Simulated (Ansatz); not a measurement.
The cluster Mg3H3. Total charge 0; doublet. Geometry PBE-D4/def2-TZVP, basis def2-TZVP, Ansatz.

```xyz
6

Mg    0.872   -0.791   -1.439
Mg    0.125    0.807    0.737
Mg   -1.808   -1.918   -0.662
H     1.168   -0.747    0.443
H    -0.379    1.759    2.074
H     0.022    0.891   -1.152
```

| run | HOMO (eV) | LUMO (eV) |
| --- | --- | --- |
| A | -3.86 | -3.03 |
| B | -6.69 | -0.71 |
| C | -4.07 | -3.13 |
| D | -4.25 | -2.76 |
| E | -4.50 | -2.57 |
| F | -4.87 | -2.29 |

LC-ωPBE has ω = 0.4 bohr⁻¹. The structure comes from a short search, and lower isomers may exist.

HOMO and LUMO are taken over both spins.

Question: The runs used BLYP, LC-ωPBE, PBE, r2SCAN, r2SCAN0, r2SCANh. Estimate which is which.

Answer: A BLYP (0 % exact exchange); B LC-ωPBE (range-separated); C PBE (0 % exact exchange); D r2SCAN (0 % exact exchange); E r2SCANh (10 % exact exchange); F r2SCAN0 (25 % exact exchange). Exact exchange lowers occupied and raises empty levels; among semilocal functionals meta-GGAs tend to open the gap a little, and such runs are hard to tell apart. The gap grows from 0.83 eV (BLYP) to 5.98 eV (LC-ωPBE).
